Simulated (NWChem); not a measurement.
# Correlation energy of CH3O

```
C
O 1 1.3547
H 1 1.1119 2 114.49
H 1 1.1123 3 110.68 2 -130.69
H 1 1.1191 3 105.72 4 -113.45
```
Charge 0, spin multiplicity 2.

The numbers come from NWChem runs, not from measurements. All single points use one geometry, from UB3LYP/def2-SVP, a minimum by its harmonic frequencies.

Basis set: cc-pVDZ. Each correlation energy counts from its own Hartree-Fock reference.

The correlated methods keep 2 core orbitals frozen. The structure started from a generated list of species. The stability of the SCF solutions was not checked. Open-shell Hartree-Fock references start from PBE0 orbitals. Coupled-cluster values serve here as a point of comparison, not as the truth.

Problem. For the correlation energy, URI-MP2 gives -288.0 mHa and UMP2 gives -288.0 mHa. What do SCS-UMP2, CCSD on UHF, CCSD[T] on UHF give?

Solution. SCS-UMP2: -287.6 mHa; CCSD on UHF: -319.5 mHa; CCSD[T] on UHF: -326.8 mHa.
